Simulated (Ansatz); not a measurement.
System: C2H5O, charge -1, multiplicity 1. It need not be the lowest isomer of its formula. Whether it binds its extra electron was not tested at this geometry. 
Geometry from a B3LYP-D3(BJ)/def2-TZVP (Ansatz, a program for electronic structure) optimisation:
SMILES: CC[O-]
```xyz
8

C      1.1292    -0.3941    -0.0016
C     -0.1414     0.5124    -0.0027
O     -1.2821    -0.1555     0.0056
H      0.0214     1.2188     0.8811
H      0.0149     1.2077    -0.8962
H      2.0652     0.1899    -0.0087
H      1.1175    -1.0358     0.8871
H      1.1111    -1.0467    -0.8822
```
Charge -1, spin multiplicity 1.

Parts of the frozen-core correlation energy in 6-31G* (Ansatz, hartree). Frozen orbitals: 3; correlated occupied orbitals by spin: 10 and 10; virtual: 42 and 42. No spin-orbit coupling. Non-relativistic.

| term | value |
|---|---|
| reference (HF) | -153.42913 |
| MP2 opposite-spin | … |
| MP2 same-spin | … |
| CCSD correlation | … |
| (T) | -0.01273 |
| T1 diagnostic | 0.014 |
| largest doubles amplitude | 0.034 |

**Question.** What belongs in the gaps?

**Answer.** 
- MP2 opposite-spin, value: -0.33726
- MP2 same-spin, value: -0.11304
- CCSD correlation, value: -0.47909
